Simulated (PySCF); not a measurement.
Species: C4H7O (doublet state).
Structure used (PBE0-D3(BJ)/def2-SVP), in Å, numbered top down from 1:
```
atom  x, y, z in Å
C1     1.7953    0.2467    0.4532
O2     0.6217    0.7514   -0.1149
C3    -0.2854   -0.2338   -0.4611
C4    -1.2463   -0.7176    0.5380
C5    -1.7402    0.1660   -0.5260
H6     2.3380   -0.4209   -0.2440
H7     2.4431    1.1009    0.6935
H8     1.5956   -0.3208    1.3819
H9     0.0757   -0.9335   -1.2336
H10   -1.2689   -0.5958    1.6218
H11   -2.3325   -0.2448   -1.3534
H12   -1.9937    1.2008   -0.2633
```

The hyperfine couplings belong to this conformer and change with its torsions.

As a line formula: `C1[C@H]([CH]1)OC` [radical].

The calculation used PySCF, UKS B3LYP, IGLO-III on C O, pcH-1 on H, non-relativistic, mean-field spin-orbit, GIAO. One conformer (not necessarily the lowest) at the PBE0-D3(BJ)/def2-SVP geometry, without solvent, vibrations or thermal averaging. Stability of the SCF solution: not tested.

Mulliken spin populations: C1 -0.003, O2 +0.027, C3 -0.014, C4 +0.952, C5 -0.033, H6 0.000, H7 0.000, H8 +0.003, H9 +0.020, H10 -0.021, H11 +0.043, H12 +0.028.

Task: Give the computed dipolar 1H tensors of H6, H7, H8, H9, H11, H12.

Result: 
```json
{"atom": "H6", "position": "4 bonds from C4", "distance from C4 (Å)": "3.68", "T1 (MHz)": "-1.58", "T2": "-1.22", "T3": "2.80"}
{"atom": "H7", "position": "4 bonds from C4", "distance from C4 (Å)": "4.12", "T1 (MHz)": "-1.21", "T2": "-1.07", "T3": "2.28"}
{"atom": "H8", "position": "4 bonds from C4", "distance from C4 (Å)": "2.99", "T1 (MHz)": "-2.39", "T2": "-2.07", "T3": "4.46"}
{"atom": "H9", "position": "β, 2 bonds from C4", "distance from C4 (Å)": "2.22", "T1 (MHz)": "-6.54", "T2": "-2.89", "T3": "9.44"}
{"atom": "H11", "position": "β, 2 bonds from C4", "distance from C4 (Å)": "2.23", "T1 (MHz)": "-6.67", "T2": "-3.83", "T3": "10.50"}
{"atom": "H12", "position": "β, 2 bonds from C4", "distance from C4 (Å)": "2.21", "T1 (MHz)": "-6.11", "T2": "-1.61", "T3": "7.72"}
```

Task: Estimate them with point dipoles: put each population ρk at its nucleus, leave out the nucleus itself and the atom bound to it, and sum T = Σ [ρk/(2S)]·C·(3 n nᵀ − 1)/r³ with C = μ0 gₑ μB g_N μN/(4π h) = 79.06 MHz Å³.

Result: 
```
atom  T1 (MHz)     T2     T3  T3, computed  difference in T3 (%)
  H6     -1.64  -1.54   3.18          2.80                   +14
  H7     -1.35  -1.17   2.53          2.28                   +11
  H8     -2.96  -2.55   5.50          4.46                   +23
  H9     -6.91  -6.42  13.33          9.44                   +41
 H11     -7.00  -6.22  13.22         10.50                   +26
 H12     -7.35  -6.13  13.48          7.72                   +75
```

In T3 the estimate is closest for H7 (+11 %, 4.12 Å from C4) and worst for H12 (+75 %, 2.21 Å).

Task: If all the spin sat on C4, T∥ = 2C/r³. What distance does the computed T3 of H7 then imply?

Result: r = (2 × 79.06/2.28)^(1/3) = 4.11 Å, against 4.12 Å in the structure.
